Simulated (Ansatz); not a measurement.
Compare A (`OCCCS`) with its isomer B (`CCC(O)S`).

Gas-phase electronic energies from Ansatz, PBE0-D4/def2-TZVP geometries. CBS: MP2 limit from def2 TZ/QZ plus the TZ coupled-cluster correction, frozen cores. DFT in def2-TZVPP. B3LYP here is the variant with VWN-RPA as its local correlation; programs differ in this. One conformer a species, not always the lowest.

Q: Which isomer does CCSD(T)/CBS put lower? Give the gap. (Estimate.)

A: The calculation gave: B, by 3.9 kcal/mol.

Q: Give E(B) − E(A) in kcal/mol with MP2/def2-TZVPP, B3LYP-D4, r2SCAN-D4, CCSD(T)/def2-TZVPP, CCSD/def2-TZVPP, B2PLYP, B3LYP. (Best estimate.)

A: The calculation gave: MP2/def2-TZVPP -4.1, B3LYP-D4 -4.0, r2SCAN-D4 -4.7, CCSD(T)/def2-TZVPP -3.7, CCSD/def2-TZVPP -3.2, B2PLYP -3.6, B3LYP -3.3. None reverses the order clearly.

Largest T1 diagnostic: 0.010.

In def2-TZVPP, CCSD(T) changes the Hartree–Fock value by −2.0 kcal/mol (the triples alone add −0.5 kcal/mol) and MP2 by −2.4 kcal/mol.
